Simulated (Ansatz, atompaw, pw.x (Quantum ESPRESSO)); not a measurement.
**From atom to crystal: PAW (atompaw) potential for tungsten**

| Quantity | Value |
| --- | --- |
| Element | W (Z = 74) |
| Generator | atompaw 4.2.0.5 |
| Type | PAW |
| Functional | PBEsol |
| Relativity | scalar-relativistic |
| Frozen core | [Xe] 4f14 |
| Valence charge | 6 |
| Reference configuration | 5d4 6s1 6p1 |
| Partial waves | 6s (bound): rc 2.74 bohr; 6s channel at 2.55 Ry: rc 2.15 bohr; 6p (bound): rc 3.00 bohr; 6p channel at 1.55 Ry: rc 3.00 bohr; 5d (bound): rc 3.00 bohr; 5d channel at 1.55 Ry: rc 3.00 bohr |
| Local potential | bessel scheme, radius 2.90 bohr |
| Core correction | smooth core density matched at 1.55 bohr |
| Augmentation charge | sinc compensation charge, radius 2.45 bohr; PAW radius 3.00 bohr; waves and projectors: custom rrkj vanderbiltortho |

Crystal test: bcc W in pw.x 7.5, no spin, 15³ k-points, Fermi–Dirac smearing 0.01 Ry, cutoffs 40/400 Ry. The reference is all-electron LAPW (Ansatz 0.2.0) with the same functional, mesh and smearing; V0 and B0 come from Birch–Murnaghan fits to the pressures at five volumes. Errors are pseudo minus all-electron; Δ is the rms difference of the E(V) curves that follow from these fits, minima aligned, over ±6 % about the mean V0. Mesh and smearing are coarse, so the numbers serve the comparison and aren't converged zero-temperature values; the lattice is a test structure that the element need not adopt.

All-electron: a0 = 3.155 Å (V0 = 15.70 Å³/atom), B0 = 321.1 GPa.

Task: How far does the potential miss the all-electron equation of state?

Result: mean pressure error (GPa): +14.62; a0 (Å): 3.198; a0 error (%): +1.37; B0 error (%): +0.1; Δ (meV/atom): 46.5. The largest radius (3.00 bohr) exceeds half the bond length (2.58 bohr), so the spheres overlap, which is one possible source of error among others. This is a poor potential for the solid.

```csv
V (Å³/atom),P all-electron (GPa),P pseudo (GPa)
14.903,18.56,36.50
15.295,8.81,24.86
15.687,0.22,14.63
16.079,-7.35,5.64
16.471,-14.00,-2.27
```

Task: At the middle volume, how do free energy and pressure move when the wave cutoff is lowered (ecutrho held at 400 Ry)?

Result:

| cutoff (Ry) | shift of F (meV/atom) | shift of P (GPa) |
| --- | --- | --- |
| 18 | +7.0 | -0.23 |
| 24 | +2.1 | +0.04 |
| 32 | +0.3 | +0.01 |

The 8 pw.x runs together took about 67 s on one core of a shared server CPU.
